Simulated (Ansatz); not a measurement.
# [PH4]+ (SMILES [PH4+]): levels of theory compared

We compute a comparison of 6 runs (PBE0/6-31G, UPBE0/6-31G, CCSDT/3-21G, CCSDT/6-31G, CCSDTQ/3-21G, CCSD/3-21G) of [PH4]+. 

Program for the calculation: Ansatz 0.2.0.

## 1. The structure to begin with

The species is [PH4]+ (5 atoms), meant as a singlet with charge +1. SMILES: `[PH4+]`. The H3–P1 distance was set to 2.063 Å, away from the relaxed value. At this shape a bond of the SMILES string is far longer than usual.

Bond lengths: P1–H2 1.375 Å, P1–H4 1.375 Å, P1–H5 1.375 Å. Angles: H2–P1–H4 109.5°, H2–P1–H5 109.5°, H4–P1–H5 109.5°.

## 2. A single-point energy at PBE0/6-31G (run 1)

run.yaml

```yaml
crystal:
  periodic: [false, false, false]
  atoms:
    - {symbol: P, position_ang: [0.308622, 0.508011, -0.345421]}
    - {symbol: H, position_ang: [1.666102, 0.446681, -0.135021]}
    - {symbol: H, position_ang: [-0.617320, -1.016050, 0.691010]}
    - {symbol: H, position_ang: [0.046782, 0.374261, -1.688811]}
    - {symbol: H, position_ang: [-0.169608, 1.719151, 0.096359]}
basis:
  gaussian: {orbitals: 6-31G}
total_charge: 1
magnetization: {spin_polarized: false, initial_magnetization: 0}
hamiltonian: {xc: pbe0}
accuracy: high
```

On the command line:

```sh
ansatz run run.yaml --threads 1 --pin off --max-ram 2610MiB --events-out events.jsonl --progress --plain --runs-dir runs
```

Standard output:

```text
Warning: RAYON_NUM_THREADS=1 ignored (pool sized by the plan → 1); use --threads N
Functional definition: PBE0
  name "PBE0"
  parameter a = 0.25
  parameter kappa = 0.804
  parameter beta = 0.06672455060314922
  exchange = (1 - a)*pbe_x(kappa = kappa, mu = beta*pi^2/3) + a*exact_x
  correlation = pbe_c(beta = beta)
472 factors; integrals over basis functions are off by at most 2.8e-9 eV
mean field evaluation 1: about -9336.2650 eV, gradient 2.0e1 eV
mean field evaluation 2: about -9335.4709 eV, gradient 2.4e1 eV
mean field evaluation 4: about -9338.2196 eV, gradient 3.8e-1 eV
mean field evaluation 8: about -9338.2122 eV, gradient 4.2e-4 eV
mean field evaluation 16: about -9338.2122 eV, gradient 9.0e-9 eV
mean field -9338.21223389 eV, -343.1729699280 hartree, gradient 9.0e-9 eV, S^2 0.000000; 0 other end points of the search recorded, 0 dependent functions left out
reference -9338.21223573 eV, -343.1729699956 hartree; 9, 9 occupied and 12, 12 virtual orbitals, 472 factors
Total energy: -9338.21223573 eV, -343.1729699956 hartree
```

Run time: 0.71 s. Hardware: 1 thread of AMD EPYC 7R43 (Zen 3), shared host; peak memory 0.1 GiB.

## 3. The energy at UPBE0/6-31G (run 2)

molecule.yaml

```yaml
crystal:
  periodic: [false, false, false]
  atoms:
    - {symbol: P, position_ang: [0.308622, 0.508011, -0.345421]}
    - {symbol: H, position_ang: [1.666102, 0.446681, -0.135021]}
    - {symbol: H, position_ang: [-0.617320, -1.016050, 0.691010]}
    - {symbol: H, position_ang: [0.046782, 0.374261, -1.688811]}
    - {symbol: H, position_ang: [-0.169608, 1.719151, 0.096359]}
basis:
  gaussian:
    orbitals: 6-31G
total_charge: 1
hamiltonian:
  xc: pbe0
accuracy: high
magnetization:
  spin_polarized: true
  initial_magnetization: 0
```

On the command line:

```sh
ansatz run molecule.yaml --threads 1 --pin off --max-ram 2610MiB --events-out events.jsonl --progress --plain --runs-dir runs
```

Standard output, cut to the lines that bear on the results:

```text
Warning: RAYON_NUM_THREADS=1 ignored (pool sized by the plan → 1); use --threads N
[... 7 set-up lines as earlier in the session ...]
472 factors; integrals over basis functions are off by at most 2.8e-9 eV
mean field evaluation 1: about -9336.2650 eV, gradient 1.4e1 eV
mean field evaluation 2: about -9335.4709 eV, gradient 1.7e1 eV
mean field evaluation 4: about -9338.2196 eV, gradient 2.7e-1 eV
mean field evaluation 8: about -9338.2122 eV, gradient 3.0e-4 eV
mean field evaluation 16: about -9336.6265 eV, gradient 5.9e0 eV
mean field -9338.21223389 eV, -343.1729699280 hartree, gradient 2.0e-8 eV, S^2 0.000000; 1 other end points of the search recorded, 0 dependent functions left out
reference -9338.21223573 eV, -343.1729699956 hartree; 9, 9 occupied and 12, 12 virtual orbitals, 472 factors
Total energy: -9338.21223573 eV, -343.1729699956 hartree
```

It took 1.2 s on 1 thread of AMD EPYC 7R43 (Zen 3), shared host; peak memory 0.12 GiB.

## 4. The energy at CCSDT/3-21G (run 3)

in.yaml

```yaml
crystal:
  periodic: [false, false, false]
  atoms:
    - {symbol: P, position_ang: [0.308622, 0.508011, -0.345421]}
    - {symbol: H, position_ang: [1.666102, 0.446681, -0.135021]}
    - {symbol: H, position_ang: [-0.617320, -1.016050, 0.691010]}
    - {symbol: H, position_ang: [0.046782, 0.374261, -1.688811]}
    - {symbol: H, position_ang: [-0.169608, 1.719151, 0.096359]}
basis:
  gaussian: {orbitals: 3-21G.json}
total_charge: 1
correlation: {method: ccsdt, frozen_orbitals: {H: 0, P: 5}}
accuracy: high
scf: {omitted_lower_state_checks: [cluster_reference, increment]}
```

The basis set 3-21G is read from a file made from the Basis Set Exchange's data (not shown).

On the command line:

```sh
ansatz run in.yaml --threads 1 --pin off --max-ram 2610MiB --events-out events.jsonl --progress --plain --runs-dir runs
```

Standard output, cut to the lines that bear on the results:

```text
Warning: RAYON_NUM_THREADS=1 ignored (pool sized by the plan → 1); use --threads N
Functional definition: HF
  name "HF"
[...]
417 factors; integrals over basis functions are off by at most 4.4e-9 eV
[...]
mean field -9276.90093751 eV, -340.9198213442 hartree, gradient 9.6e-8 eV, S^2 0.000000; 0 other end points of the search recorded, 0 dependent functions left out; unrestricted orbitals would lower it
5 core orbitals not correlated: weight in the atoms' cores, before any rotation towards them, 1.000 or more for the frozen orbitals, at most 0.000 for the correlated occupied ones
reference -9276.90093751 eV, -340.9198213442 hartree; 4, 4 occupied and 12, 12 virtual orbitals, 417 factors
second order -2.17344723 eV of doubles, -0.00000000 eV of singles
cycle   1  -2.68797284 eV  change   -5.1e-1 eV  update   7.3e-2
[...]
cycle  21  -3.07737476 eV  change   4.2e-10 eV  update  1.6e-10
Total energy: -9279.97831227 eV, -341.0329127808 hartree
Checks for a lower state left out: cluster_reference, increment
```

Wall time 0.38 s (1 thread of AMD EPYC 7R43 (Zen 3), shared host).

Runs 4 to 5 aren't shown in full; the table further down has their settings and results.

## 5. The energy at CCSD/3-21G (run 6)

in.yaml: that of step 4 with these lines changed.

```diff
@@ -11,4 +11,4 @@
 total_charge: 1
-correlation: {method: ccsdt, frozen_orbitals: {H: 0, P: 5}}
+scf: {omitted_lower_state_checks: [cluster_reference, increment]}
+correlation: {method: ccsd, frozen_orbitals: {H: 0, P: 5}}
 accuracy: high
-scf: {omitted_lower_state_checks: [cluster_reference, increment]}
```

The basis set 3-21G is read from a file made from the Basis Set Exchange's data (not shown).

On the command line:

```sh
ansatz run in.yaml --threads 1 --pin off --max-ram 2610MiB --events-out events.jsonl --progress --plain --runs-dir runs
```

Standard output, cut to the lines that bear on the results:

```text
Warning: RAYON_NUM_THREADS=1 ignored (pool sized by the plan → 1); use --threads N
[... 2 set-up lines as earlier in the session ...]
[...]
417 factors; integrals over basis functions are off by at most 4.4e-9 eV
[...]
mean field -9276.90093751 eV, -340.9198213442 hartree, gradient 9.6e-8 eV, S^2 0.000000; 0 other end points of the search recorded, 0 dependent functions left out; unrestricted orbitals would lower it
5 core orbitals not correlated: weight in the atoms' cores, before any rotation towards them, 1.000 or more for the frozen orbitals, at most 0.000 for the correlated occupied ones
reference -9276.90093751 eV, -340.9198213442 hartree; 4, 4 occupied and 12, 12 virtual orbitals, 417 factors
second order -2.17344723 eV of doubles, -0.00000000 eV of singles
cycle   1  -2.68797298 eV  change   -5.1e-1 eV  update   7.1e-2
[...]
cycle  22  -3.02660055 eV  change  -3.5e-11 eV  update  4.5e-11
Total energy: -9279.92753806 eV, -341.0310468629 hartree
Checks for a lower state left out: cluster_reference, increment
```

Run time: 0.18 s. Hardware: 1 thread of AMD EPYC 7R43 (Zen 3), shared host.

## 6. Overview of the runs

| run | level | frozen core orbitals | energy (Eh) | wall time |
| --- | --- | --- | --- | --- |
| 1 | PBE0/6-31G | – | -343.172970 | 0.71 s |
| 2 | UPBE0/6-31G | – | -343.172970 | 1.2 s |
| 3 | CCSDT/3-21G | 5 | -341.032913 | 0.38 s |
| 4 | CCSDT/6-31G | 5 | -342.724528 | 0.4 s |
| 5 | CCSDTQ/3-21G | 5 | -341.032995 | 4.5 s |
| 6 | CCSD/3-21G | 5 | -341.031047 | 0.18 s |

## 7. Outcome

| quantity | value |
| --- | --- |
| run 6: total energy | -341.03105 Eh |
| run 6: correlation energy (5 core orbitals frozen) | -111.2 mEh |
| run 6: T1 diagnostic | 0.013 |

In runs 3, 4, 5, 6 the log says that unrestricted orbitals would lower the reference, so the values rest on an unstable closed-shell determinant (other closed-shell runs at this shape may share the fault). All runs together took 7.4 s, the longest 4.5 s.
